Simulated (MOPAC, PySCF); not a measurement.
C₃H₆, SMILES `CC=C`, neutral singlet in the gas phase. 

Z-matrix (Å, degrees):
```
C
C 1 1.3268
H 2 1.0825 1 121.77
H 2 1.0846 3 116.80 1 179.99
H 1 1.0872 2 118.89 3 0.00
C 1 1.4958 5 115.97 2 -180.00
H 6 1.0909 1 111.48 5 179.99
H 6 1.0939 7 108.28 1 122.38
H 6 1.0939 7 108.28 8 115.23
```
Charge 0, spin multiplicity 1.

All levels are single points at this geometry (B3LYP-D3(BJ)/def2-TZVP); Pople sets use spherical d functions. Orbital energies aren't observables, and empty levels follow the basis.

```tsv
level	HOMO (eV)	LUMO (eV)	gap (eV)	dipole (D)	vertical IE, Delta-SCF (eV)
B3LYP-D3(BJ)/def2-TZVP in PySCF	-7.15	0.19	7.34	0.41	9.78
B3LYP/3-21G in PySCF	-6.89	0.90	7.79	0.36	–
B3LYP/6-311+G** in PySCF	-7.16	0.05	7.22	0.43	–
B3LYP/6-31G* in PySCF	-6.81	0.82	7.63	0.36	9.59
BP86/6-31G* in PySCF	-5.98	-0.15	5.82	0.39	–
M06-2X/6-31G* in PySCF	-8.36	1.97	10.33	0.34	–
SVWN5/6-31G* in PySCF	-6.00	-0.23	5.77	0.42	9.78
PM3 in MOPAC	-10.14	1.18	11.32	0.23	–
PM6 in MOPAC	-10.08	1.36	11.44	0.63	–
```
